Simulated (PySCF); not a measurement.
Species: `F[C@H]1[C@H]2C[C@@H]12`. The columns A, B, C and D hold Mulliken, IAO, Hirshfeld and ESP-fitted charges (e) of one PBE0/pcSseg-1 density (PySCF), in a shuffled order. Coordinates in Å (PBE0-D3(BJ)/def2-SVP); the density's dipole moment is (0.24, -2.32, -0.84) D.

| atom | x | y | z | A | B | C | D |
| --- | --- | --- | --- | --- | --- | --- | --- |
| F1 | -1.187 | 1.467 | 0.805 | -0.120 | -0.315 | -0.321 | -0.164 |
| C2 | -1.174 | 0.169 | 0.376 | +0.046 | +0.238 | +0.163 | -0.083 |
| C3 | -0.408 | -0.220 | -0.818 | -0.061 | -0.184 | -0.165 | -0.072 |
| C4 | 0.959 | 0.114 | -0.316 | -0.075 | -0.162 | -0.263 | -0.386 |
| C5 | 0.024 | -0.667 | 0.548 | -0.061 | -0.184 | -0.165 | -0.066 |
| H6 | -2.156 | -0.292 | 0.534 | +0.056 | +0.106 | +0.144 | +0.162 |
| H7 | -0.707 | -0.794 | -1.695 | +0.061 | +0.110 | +0.157 | +0.130 |
| H8 | 1.189 | 1.151 | -0.049 | +0.041 | +0.147 | +0.150 | +0.174 |
| H9 | 1.795 | -0.437 | -0.760 | +0.052 | +0.132 | +0.144 | +0.179 |
| H10 | 0.133 | -1.665 | 0.971 | +0.061 | +0.110 | +0.157 | +0.127 |

Q: Which column most likely holds the ESP-fitted charges?

A: D. Σ q r misses the density's dipole by 0.03 D (D), 0.40 D (B), 0.81 D (C), 1.13 D (A). Charges fitted to the outside potential are the only set here that is tied to the molecule's multipoles.

Q: And the Hirshfeld charges?

A: A. The mean sizes are 0.063 e (A), 0.154 e (D), 0.169 e (B), 0.183 e (C), and Hirshfeld charges are commonly the smallest of these schemes.

As computed, A = Hirshfeld, B = Mulliken, C = IAO, D = ESP-fitted. Hydrogens on carbon: Hirshfeld +0.04 to +0.06, Mulliken +0.11 to +0.15, IAO +0.14 to +0.16, ESP-fitted +0.13 to +0.18 e.

The ESP scheme is a least-squares fit of atom-centred charges to the potential on four shells outside the van der Waals surface, with the total charge fixed. The IAO scheme counts the electrons in orthogonalised intrinsic atomic orbitals, a minimal basis polarised so that it spans the occupied orbitals exactly.

Geometry: PBE0-D3(BJ)/def2-SVP; no solvent, vibrations or thermal averaging.

These values come from a run that also computed NMR shieldings. On one thread of an Arm Neoverse V1, no GPU, on a shared host, this took 6.3 s wall.
